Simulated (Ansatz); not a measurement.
Born–Oppenheimer molecular dynamics of BCl2H3 (6 atoms, charge 0, multiplicity 1). It starts at the highest image of a converged band, a first-order saddle point between two minima.

Level of theory: RKS PBE-D4/def2-SVP in Ansatz 0.2.0.

```
ensemble                      : NVE (velocity Verlet)
time step                     : 0.5 fs
steps asked                   : 200
starting velocities drawn for : 300 K
seed                          : 6616
```

Frames 0.5 fs apart, positions in Å, forces in eV/Å.

Velocities at 40.0 fs (Å/ps):

```
B 0.93 11.07 -7.71
H -11.93 16.33 -14.09
H -11.21 30.71 6.73
Cl -0.31 1.48 -0.38
Cl 0.51 -5.11 2.04
H 6.33 -38.02 31.59
```

```xyz
6
Properties=species:S:1:pos:R:3:forces:R:3 time_fs=40.0 energy_less_start_eV=-0.227 T=740
B -0.062 0.212 0.015 -1.08 -0.40 -0.13
H 0.035 0.499 1.168 -0.12 0.32 0.45
H 0.857 -0.052 -0.650 0.98 -0.02 -0.68
Cl -1.639 0.235 -0.798 0.20 0.24 0.23
Cl -0.019 -2.383 0.789 0.06 -0.34 -0.45
H -0.070 -1.825 1.939 -0.03 0.20 0.57
6
Properties=species:S:1:pos:R:3:forces:R:3 time_fs=40.5 energy_less_start_eV=-0.223 T=732
B -0.062 0.218 0.011 -1.30 -0.34 0.02
H 0.029 0.508 1.161 -0.11 0.32 0.51
H 0.853 -0.037 -0.648 1.20 -0.09 -0.85
Cl -1.639 0.236 -0.799 0.18 0.23 0.20
Cl -0.018 -2.385 0.790 0.05 -0.23 -0.25
H -0.067 -1.844 1.956 -0.02 0.11 0.36
6
Properties=species:S:1:pos:R:3:forces:R:3 time_fs=41.0 energy_less_start_eV=-0.221 T=729
B -0.062 0.223 0.007 -1.43 -0.28 0.14
H 0.023 0.517 1.156 -0.09 0.31 0.53
H 0.851 -0.022 -0.647 1.34 -0.14 -0.95
Cl -1.639 0.237 -0.799 0.15 0.21 0.17
Cl -0.018 -2.388 0.791 0.05 -0.11 -0.03
H -0.064 -1.862 1.973 -0.01 0.00 0.13
6
Properties=species:S:1:pos:R:3:forces:R:3 time_fs=41.5 energy_less_start_eV=-0.224 T=734
B -0.062 0.228 0.003 -1.46 -0.24 0.23
H 0.016 0.527 1.152 -0.08 0.29 0.52
H 0.853 -0.007 -0.649 1.37 -0.16 -0.98
Cl -1.639 0.237 -0.799 0.12 0.20 0.14
Cl -0.018 -2.390 0.792 0.04 0.01 0.21
H -0.061 -1.881 1.991 0.00 -0.10 -0.12
6
Properties=species:S:1:pos:R:3:forces:R:3 time_fs=42.0 energy_less_start_eV=-0.232 T=749
B -0.063 0.234 -0.001 -1.37 -0.22 0.27
H 0.009 0.538 1.149 -0.06 0.26 0.48
H 0.858 0.008 -0.653 1.30 -0.15 -0.93
Cl -1.640 0.238 -0.799 0.09 0.19 0.10
Cl -0.018 -2.393 0.793 0.04 0.11 0.44
H -0.058 -1.899 2.008 0.00 -0.18 -0.36
6
Properties=species:S:1:pos:R:3:forces:R:3 time_fs=42.5 energy_less_start_eV=-0.243 T=771
B -0.064 0.239 -0.004 -1.19 -0.20 0.27
H 0.002 0.549 1.148 -0.05 0.22 0.40
H 0.866 0.022 -0.660 1.14 -0.13 -0.80
Cl -1.640 0.239 -0.799 0.06 0.17 0.07
Cl -0.018 -2.396 0.794 0.03 0.19 0.64
H -0.055 -1.919 2.025 0.01 -0.25 -0.57
6
Properties=species:S:1:pos:R:3:forces:R:3 time_fs=43.0 energy_less_start_eV=-0.256 T=795
B -0.065 0.244 -0.008 -0.92 -0.19 0.23
H -0.005 0.561 1.147 -0.03 0.17 0.30
H 0.877 0.035 -0.668 0.89 -0.08 -0.63
Cl -1.640 0.240 -0.799 0.02 0.15 0.03
Cl -0.017 -2.398 0.795 0.03 0.25 0.81
H -0.052 -1.938 2.040 0.01 -0.30 -0.75
6
Properties=species:S:1:pos:R:3:forces:R:3 time_fs=43.5 energy_less_start_eV=-0.267 T=816
B -0.066 0.249 -0.012 -0.60 -0.18 0.18
H -0.012 0.574 1.147 -0.01 0.12 0.19
H 0.889 0.049 -0.678 0.59 -0.04 -0.42
Cl -1.640 0.241 -0.799 -0.02 0.14 -0.01
Cl -0.017 -2.401 0.796 0.03 0.29 0.93
H -0.049 -1.959 2.053 0.01 -0.33 -0.88
6
Properties=species:S:1:pos:R:3:forces:R:3 time_fs=44.0 energy_less_start_eV=-0.274 T=829
B -0.068 0.255 -0.015 -0.26 -0.17 0.13
H -0.019 0.586 1.147 0.01 0.06 0.07
H 0.904 0.062 -0.688 0.27 0.01 -0.19
Cl -1.640 0.241 -0.800 -0.06 0.12 -0.05
Cl -0.017 -2.403 0.797 0.03 0.31 1.01
H -0.045 -1.980 2.064 0.01 -0.33 -0.97
6
Properties=species:S:1:pos:R:3:forces:R:3 time_fs=44.5 energy_less_start_eV=-0.275 T=832
B -0.069 0.260 -0.019 0.07 -0.14 0.08
H -0.026 0.599 1.148 0.03 0.00 -0.06
H 0.919 0.076 -0.700 -0.05 0.05 0.03
Cl -1.640 0.242 -0.800 -0.09 0.10 -0.09
Cl -0.016 -2.406 0.799 0.04 0.31 1.04
H -0.042 -2.002 2.073 0.01 -0.32 -1.00
6
Properties=species:S:1:pos:R:3:forces:R:3 time_fs=45.0 energy_less_start_eV=-0.271 T=824
B -0.071 0.265 -0.022 0.38 -0.10 0.04
H -0.033 0.612 1.149 0.05 -0.05 -0.17
H 0.933 0.089 -0.711 -0.34 0.07 0.23
Cl -1.640 0.243 -0.800 -0.13 0.08 -0.13
Cl -0.016 -2.408 0.800 0.04 0.29 1.01
H -0.039 -2.025 2.080 0.01 -0.29 -0.98
6
Properties=species:S:1:pos:R:3:forces:R:3 time_fs=45.5 energy_less_start_eV=-0.263 T=808
B -0.072 0.270 -0.026 0.65 -0.05 0.02
H -0.040 0.624 1.149 0.07 -0.11 -0.28
H 0.948 0.103 -0.721 -0.60 0.09 0.40
Cl -1.640 0.244 -0.800 -0.17 0.06 -0.16
Cl -0.016 -2.411 0.801 0.04 0.25 0.93
H -0.036 -2.049 2.084 0.01 -0.25 -0.91
```

Of the whole run (100 fs, mean temperature of the second half 578 K): The conserved energy stayed within 0.17 meV per atom of its start (net change 0.097 meV per atom), so the integration is sound. The kinetic energy rose, since the run started high on the potential surface and went downhill. It ends in pieces (BClH2 + ClH), so much of that is their flight and rotation, not heat. A run of 0.1 ps of so small a system gives no equilibrium averages. The orbitals stay closed-shell, which can raise the energy where a bond breaks towards radicals; this wasn't checked here.

Time of the run: 3.6 min on 1 thread of Arm Neoverse V2 (shared host), peak memory 0.11 GiB.
